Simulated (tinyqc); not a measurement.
Hueckel theory of the pi electrons with the omega technique, for the molecule C=CC=C([CH2+])N (SMILES; centres numbered as the heavy atoms are written), step by step. One step of it, computed by the program tinyqc.

Question. Orbitals, round 2. Diagonalise; E = alpha + x beta with beta < 0, so the largest x are filled first; degenerate levels share their electrons. P = sum n_i c_ri c_si; each orbital has its largest coefficient positive (the first on a tie).

matrix after round 1:
```
          1C        2C        3C        4C        5C        6N
1C  0.190480  1.000000  0.000000  0.000000  0.000000  0.000000
2C  1.000000  0.002182  1.000000  0.000000  0.000000  0.000000
3C  0.000000  1.000000  0.183816  1.000000  0.000000  0.000000
4C  0.000000  0.000000  1.000000  0.025257  1.000000  0.800000
5C  0.000000  0.000000  0.000000  1.000000  0.150891  0.000000
6N  0.000000  0.000000  0.000000  0.800000  0.000000  1.547374
```

pi electrons, sum of z_r less the charge = 6

Give: x values; occupations; coefficients; charge and bond-order matrix P.

Answer.

x values: 2.198  1.522  0.875  0.175  -0.976  -1.694

occupations: 2.000  2.000  2.000  0.000  0.000  0.000

coefficients:
```
      MO1     MO2     MO3     MO4     MO5     MO6
1C  0.111   0.432  -0.421   0.573  -0.483  -0.249
2C  0.222   0.575  -0.288  -0.009   0.564   0.468
3C  0.377   0.442   0.170  -0.575  -0.068  -0.546
4C  0.538   0.017   0.405   0.014  -0.485   0.557
5C  0.263   0.012   0.560   0.584   0.430  -0.302
6N  0.661  -0.536  -0.482  -0.008   0.154  -0.138
```

charge and bond-order matrix P:
```
        1C      2C      3C      4C      5C      6N
1C   0.752   0.788   0.322  -0.208  -0.403   0.090
2C   0.788   0.925   0.578   0.025  -0.192  -0.045
3C   0.322   0.578   0.733   0.559   0.400  -0.139
4C  -0.208   0.025   0.559   0.908   0.738   0.303
5C  -0.403  -0.192   0.400   0.738   0.766  -0.206
6N   0.090  -0.045  -0.139   0.303  -0.206   1.915
```
